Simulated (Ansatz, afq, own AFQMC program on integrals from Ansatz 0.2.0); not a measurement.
## CHN⁺, doublet: AFQMC among the cluster methods

```xyz
3

N     0.0000    0.0000    1.1200
C     0.0000    0.0000   -0.0256
H     0.0000    0.0000   -1.0944
```

Connectivity, by distances: N–CH.

Basis cc-pVTZ. Only valence electrons are correlated. Integrals, coupled cluster, full CI and functionals: Ansatz 0.2.0; the random walks run on the same integrals in our own AFQMC program. The CISD trial takes its coefficients from CCSD amplitudes. Released means that phaseless walkers are propagated on without the constraint, phases kept. Error bars are statistical, one sigma.

Determinant: UHF, the one that the program's search chose, which needn't be the lowest solution. The geometry is a PBE0/def2-TZVP stationary point of this or a neighbouring charge and spin state.

No full CI on the walks' own integrals is used here; CCSDT(Q) serves as the reference and is uncertain by about the last step of the cluster series.

Cautions: the released energies are still falling, so no released level is given (meV from the phaseless value at times in 1/Eh: -20 ± 9 at 0.24, -19 ± 7 at 0.51, -25 ± 5 at 0.99, -38 ± 5 at 1.62, -26 ± 12 at 2.40), though the last usable value meets CCSDT(Q) within the noise.

```
T1 diagnostic                               : 0.0136
weight of the determinant in the CISD state : 0.902
⟨S²⟩ of the determinant                     : 0.756
size of the correlated space                : 9 electrons in 72 orbitals
```

Reference: CCSDT(Q), correlation energy -8.262 eV.

```json
{"level": "HF", "E − E(reference) (kJ/mol)": "797.2", "share of correlation (%)": "0.00"}
{"level": "MP2", "E − E(reference) (kJ/mol)": "92.5", "share of correlation (%)": "88.39"}
{"level": "CCSD", "E − E(reference) (kJ/mol)": "35.6", "share of correlation (%)": "95.53"}
{"level": "CCSD(T)", "E − E(reference) (kJ/mol)": "4.1", "share of correlation (%)": "99.48"}
{"level": "CCSDT", "E − E(reference) (kJ/mol)": "2.0", "share of correlation (%)": "99.75"}
{"level": "ph-AFQMC/CISD", "E − E(reference) (kJ/mol)": "3.9 ± 0.4", "share of correlation (%)": "99.51"}
```

A walk keeps the symmetry of its determinant, which the program's search chose and which needn't be the lowest solution, so a lower state of the same spin and another symmetry isn't excluded.
